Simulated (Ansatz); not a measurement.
ClH₃SSi (`S[SiH2]Cl`), relaxed with RKS PBE0-D4/def2-TZVP in the Gaussian-basis code of Ansatz from a GFN2-xTB geometry. The force threshold is 0.005 eV/Å; the program also tests the step.

Charge 0, multiplicity 1.

Start:

```xyz
6

S     1.461    0.491   -0.671
Si   -0.255   -0.043    0.509
Cl   -1.245   -1.570   -0.349
H     0.867    0.441   -1.855
H    -1.139    1.109    0.578
H     0.311   -0.429    1.786
```

Question: By how much does the energy fall, and how many steps does the optimiser take? (Estimate.)

Answer: Computed: 8.25 kJ/mol, in 8 steps.

Question: Which bonds change most? (Estimate.)

Answer: Ansatz gave: Si2–Cl3 from 2.012 to 2.054 Å; S1–Si2 from 2.150 to 2.120 Å; Si2–H6 from 1.449 to 1.478 Å; Si2–H5 from 1.454 to 1.479 Å.

Question: Give the relaxed structure. (Estimate.)

Answer: Computed: 
```xyz
6

S     1.520    0.303   -0.710
Si   -0.211   -0.074    0.455
Cl   -1.300   -1.677   -0.226
H     0.831    0.744   -1.776
H    -1.125    1.089    0.446
H     0.285   -0.386    1.811
```
